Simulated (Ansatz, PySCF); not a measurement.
System: CS2, singlet: symmetric bend, bond length relaxed. Scanned: S-C-S angle. Other coordinates (C-S bond length) were minimised at PBE0/def2-TZVP.

RKS-PBE/cc-pVTZ = restricted PBE/cc-pVTZ (Ansatz, a program for electronic structure); M06-2X/cc-pVTZ (PySCF); CCSD(T) on RHF/cc-pVTZ, 11 core orbitals frozen (PySCF).

Energies relative to the lowest point of each profile, in kcal/mol; the last columns give the difference from CCSD(T):

```tsv
a / °	RKS-PBE/cc-pVTZ	M06-2X	CCSD(T)	RKS-PBE/cc-pVTZ − CCSD(T)	M06-2X − CCSD(T)
180	0.0	0.0	0.0	0.0	0.0
170	1.2	1.3	1.3	-0.1	0.1
160	4.9	5.4	5.2	-0.3	0.3
150	11.2	12.5	11.8	-0.5	0.7
140	20.6	22.8	21.5	-0.9	1.4
130	33.6	37.1	34.7	-1.2	2.4
120	51.1	56.4	52.4	-1.3	4.0
110	74.8	82.3	75.6	-0.8	6.7
```

RKS-PBE/cc-pVTZ is furthest from CCSD(T) at 120 (-1.3 kcal/mol, below); its mean absolute difference over the points is 0.6 kcal/mol.

M06-2X is furthest from CCSD(T) at 110 (6.7 kcal/mol, above); its mean absolute difference over the points is 1.9 kcal/mol.
